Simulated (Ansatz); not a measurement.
Input file:

```yaml
crystal:
  periodic: [false, false, false]
  atoms:
    - {symbol: Si, position_ang: [0.000000, 0.000000, 0.000000]}
    - {symbol: H, position_ang: [-0.011525, 1.085107, 1.077576]}
    - {symbol: H, position_ang: [-0.016497, -1.077632, 1.084987]}
    - {symbol: H, position_ang: [0.016497, 1.077632, -1.084987]}
    - {symbol: H, position_ang: [0.011525, -1.085107, -1.077576]}
basis:
  gaussian: {orbitals: 6-31G}
magnetization: {spin_polarized: true, initial_magnetization: 2}
correlation: {method: ccsd_t, electrons: outside_noble_gas}
```

```sh
$ ansatz run in.yaml --threads 1 --pin off --events-out ev --progress --plain --max-ram 2393MiB
```

The program prints:

```
268 factors; integrals over basis functions are off by at most 2.0e-4 eV
mean field evaluation 1: about -7918.0123 eV, gradient 6.0e0 eV
mean field evaluation 2: about -7918.0153 eV, gradient 6.0e0 eV
mean field evaluation 4: about -7918.4252 eV, gradient 6.7e-1 eV
mean field evaluation 8: about -7918.4345 eV, gradient 4.6e-3 eV
mean field evaluation 16: about -7918.4295 eV, gradient 2.6e-1 eV
mean field -7918.43446559 eV, -290.9970993029 hartree, gradient 1.3e-6 eV, S^2 2.026290; 0 other end points of the search recorded, 0 dependent functions left out
5 core orbitals not correlated: weight in the atoms' cores, before any rotation towards them, 1.000 or more for the frozen orbitals, at most 0.000 for the correlated occupied ones
reference -7918.43446559 eV, -290.9970993029 hartree; 5, 3 occupied and 11, 13 virtual orbitals, 268 factors
second order -1.58364309 eV of doubles, -0.00000000 eV of singles
cycle   1  -2.05383735 eV  change   -4.7e-1 eV  update   6.6e-2
cycle   2  -2.35364741 eV  change   -3.0e-1 eV  update   3.2e-2
cycle   3  -2.36900891 eV  change   -1.5e-2 eV  update   7.3e-3
cycle   4  -2.37447153 eV  change   -5.5e-3 eV  update   1.7e-3
cycle   5  -2.37314571 eV  change    1.3e-3 eV  update   3.8e-4
cycle   6  -2.37353209 eV  change   -3.9e-4 eV  update   1.4e-4
cycle   7  -2.37365078 eV  change   -1.2e-4 eV  update   3.7e-5
cycle   8  -2.37359298 eV  change    5.8e-5 eV  update   8.8e-6
cycle   9  -2.37359684 eV  change   -3.9e-6 eV  update   1.9e-6
perturbative correction -0.03497770 eV, -0.0012854066 hartree
Total energy: -7920.84304013 eV, -291.0856127846 hartree
```

For the same geometry and basis full CI lies 15.4 meV lower.

Ran on 1 thread of Arm Neoverse V2, shared host: 0.27 s wall, 0.07 GiB peak host memory.
